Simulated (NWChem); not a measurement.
System: difluoromethane (CH2F2); SMILES FCF

All runs: NWChem. Pople sets run with spherical d functions. Coordinates come from a PBE0/def2-SVP optimisation. Computed dipoles belong to the equilibrium geometry; the measured one is vibrationally averaged.

Measured dipole moment: 1.97 D (NIST CCCBDB, as tabulated in the package chemicals).

```csv
level,dipole moment (D),computed − measured
B3LYP/STO-3G,0.88,-1.09
B3LYP/3-21G,1.75,-0.22
B3LYP/6-31G*,1.62,-0.35
B3LYP/6-31+G*,1.99,+0.02
B3LYP/def2-SVP,?,?
B3LYP/def2-SVPD,1.90,-0.07
B3LYP/def2-TZVP,1.81,-0.16
B3LYP/6-311++G**,2.02,+0.05
B3LYP/aug-cc-pVTZ,?,?
```

Task: Fill in the missing entries.

Result: 
- B3LYP/aug-cc-pVTZ, dipole moment (D): 1.85
- B3LYP/aug-cc-pVTZ, computed − measured: -0.12
- B3LYP/def2-SVP, dipole moment (D): 1.75
- B3LYP/def2-SVP, computed − measured: -0.22
